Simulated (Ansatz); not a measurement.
**Si2H4O: functionals against CCSD(T) at one geometry**

How do the functionals fare away from a minimum? The structure is a structure displaced at random from a GFN2-xTB minimum.

Program: Ansatz 0.2.0, Gaussian basis. Level of theory: single points in def2-TZVPP. These are calculated values, not measurements.

Correlated methods freeze the cores.

## 1. Starting geometry

SMILES `O[SiH]=[SiH2]`, 7 atoms, charge 0, spin multiplicity 1.

Atoms are counted from 1 here; the program's logs count them from 0.

Bond lengths: O1–Si2 1.451 Å, O1–H4 1.038 Å, Si2–Si3 2.136 Å, Si2–H5 1.335 Å, Si3–H6 1.642 Å, Si3–H7 1.496 Å. Angles: Si2–O1–H4 128.1°, O1–Si2–Si3 115.5°, O1–Si2–H5 104.3°, Si3–Si2–H5 120.1°, Si2–Si3–H6 120.1°, Si2–Si3–H7 121.0°, H6–Si3–H7 96.1°.

Geometry (Å):

```xyz
7
charge 0, multiplicity 1
O    -1.3426   -0.8329   -0.6850
Si   -0.4548    0.3104   -0.5914
Si    1.2325    0.0610    0.6952
H    -2.2916   -0.9423   -0.2780
H    -1.2743    1.3516   -0.4259
H     2.4076    1.2066    0.7446
H     2.1552   -1.1066    0.5389
```

## 2. CCSD(T)/def2-TZVPP

run/in.yaml

```yaml
crystal:
  periodic: [false, false, false]
  atoms:
    - {symbol: O, position_ang: [-1.342600, -0.832900, -0.685000]}
    - {symbol: Si, position_ang: [-0.454800, 0.310400, -0.591400]}
    - {symbol: Si, position_ang: [1.232500, 0.061000, 0.695200]}
    - {symbol: H, position_ang: [-2.291600, -0.942300, -0.278000]}
    - {symbol: H, position_ang: [-1.274300, 1.351600, -0.425900]}
    - {symbol: H, position_ang: [2.407600, 1.206600, 0.744600]}
    - {symbol: H, position_ang: [2.155200, -1.106600, 0.538900]}
basis:
  gaussian: {orbitals: def2-TZVPP}
correlation: {method: ccsd_t}
output: {forces: true}
```

The command line of these runs was not kept.

## 3. PBE0-D4/def2-TZVPP

Edit run/in.yaml of step 2 so:

```diff
@@ -12,3 +12,3 @@
   gaussian: {orbitals: def2-TZVPP}
-correlation: {method: ccsd_t}
-output: {forces: true}
+hamiltonian: {xc: pbe0, dispersion: d4}
+output: {forces: true, orbitals: {seedname: orbitals}}
```

## 4. wB97M-V/def2-TZVPP

Edit run/in.yaml of step 3 so:

```diff
@@ -12,3 +12,3 @@
   gaussian: {orbitals: def2-TZVPP}
-hamiltonian: {xc: pbe0, dispersion: d4}
-output: {forces: true, orbitals: {seedname: orbitals}}
+hamiltonian: {xc: {name: wB97M-V}}
+output: {forces: true}
```

## 5. r2SCAN-D4/def2-TZVPP

Edit run/in.yaml of step 4 so:

```diff
@@ -12,3 +12,3 @@
   gaussian: {orbitals: def2-TZVPP}
-hamiltonian: {xc: {name: wB97M-V}}
+hamiltonian: {xc: r2scan, dispersion: d4}
 output: {forces: true}
```

## 6. PBE-D4/def2-TZVPP

Edit run/in.yaml of step 5 so:

```diff
@@ -12,3 +12,3 @@
   gaussian: {orbitals: def2-TZVPP}
-hamiltonian: {xc: r2scan, dispersion: d4}
+hamiltonian: {xc: pbe, dispersion: d4}
 output: {forces: true}
```

## 7. BLYP-D4/def2-TZVPP

Edit run/in.yaml of step 6 so:

```diff
@@ -12,3 +12,3 @@
   gaussian: {orbitals: def2-TZVPP}
-hamiltonian: {xc: pbe, dispersion: d4}
+hamiltonian: {xc: {name: BLYP}, dispersion: d4}
 output: {forces: true}
```

## 8. HSE06-D4/def2-TZVPP

Edit run/in.yaml of step 7 so:

```diff
@@ -12,3 +12,3 @@
   gaussian: {orbitals: def2-TZVPP}
-hamiltonian: {xc: {name: BLYP}, dispersion: d4}
+hamiltonian: {xc: hse06, dispersion: d4}
 output: {forces: true}
```

(Steps that only read results are left out.)

**Question.** What will these runs give? Wanted: energy less free atoms, CCSD(T)/def2-TZVPP; RMS force component; RMS force error; HOMO and LUMO, PBE0-D4; T1 diagnostic.

As calculated:

| quantity | value |
| --- | --- |
| energy less free atoms, CCSD(T)/def2-TZVPP | -19.645 eV |
| RMS force component | 3.617 to 3.744 eV/Å over the methods |
| RMS force error | PBE0-D4 0.174, wB97M-V 0.151, r2SCAN-D4 0.163, PBE-D4 0.229, BLYP-D4 0.221, HSE06-D4 0.169 eV/Å |
| HOMO and LUMO, PBE0-D4 | -5.84 and -1.89 eV |
| T1 diagnostic | 0.017 |

**Reading.** Against CCSD(T) the functionals' energies less atoms differ by -0.760 to -0.352 eV, PBE-D4 by -0.760 eV. A larger basis would deepen the CCSD(T) value, while the functionals are nearly converged already, so the order here is not reliable. For forces wB97M-V does best and PBE-D4 worst. The restricted Hartree–Fock reference is unstable towards an unrestricted one at one or more of these structures.
